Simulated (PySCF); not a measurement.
# Bonding in `CS(=O)(=O)[O-]`

Species: CH₃O₃S (charge -1).
Numbering: `[CH3:1][S:2](=[O:3])(=[O:4])[O-:5]` (hydrogens: H6, H7, H8 on C1)

Geometry (GFN2-xTB, Å), atoms numbered from 1 in this order:
```xyz
8
CH3O3S angstrom
C     -0.9249   -0.1376    0.0172
S      0.8983    0.1348   -0.0231
O      1.3622   -0.6503   -1.1673
O      1.0474    1.5800   -0.1946
O      1.3736   -0.3612    1.2687
H     -1.0979   -1.1979    0.1396
H     -1.3189    0.4219    0.8544
H     -1.3306    0.2197   -0.9194
```

Bond orders from the PBE0/pcSseg-1 density (PySCF). Isolated species at its GFN2-xTB geometry, gas phase. The pcSseg-1 basis has no diffuse functions, a weakness for an anion.

(1) Where do the orders between heavy atoms depart from those drawn in the SMILES?

(2) Set the Mayer orders of the bonds beside their lengths.

(3) Sum the orders of all bonds at each heavy atom with more than one neighbour and set the sums beside the valence in the SMILES.

Answers

(1) The largest departure is 0.655, at S2–O5 (drawn single, 1.655). Drawn single, order above 1.12: S2–O5 (1.655). Drawn double or triple, more than 0.30 short of the drawn order: S2–O3 (1.655) and S2–O4 (1.655). The SMILES, with its formal charges, is one Lewis structure only.

(2) 
| bond | drawn as | length (Å) | Mayer order |
| --- | --- | --- | --- |
| C1–S2 | single | 1.844 | 0.885 |
| S2–O3 | double | 1.463 | 1.655 |
| S2–O4 | double | 1.463 | 1.655 |
| S2–O5 | single | 1.463 | 1.655 |
| C1–H6 | single | 1.081 | 0.960 |
| C1–H7 | single | 1.081 | 0.961 |
| C1–H8 | single | 1.081 | 0.961 |

(3) C1 3.767 (drawn 4), S2 5.850 (drawn 6). Orders between atoms that aren't bonded are not in these sums.

For a closed shell the Mayer order of atoms A and B is Σ (PS)μν (PS)νμ over the basis functions μ on A and ν on B, with P the density and S the overlap matrix.
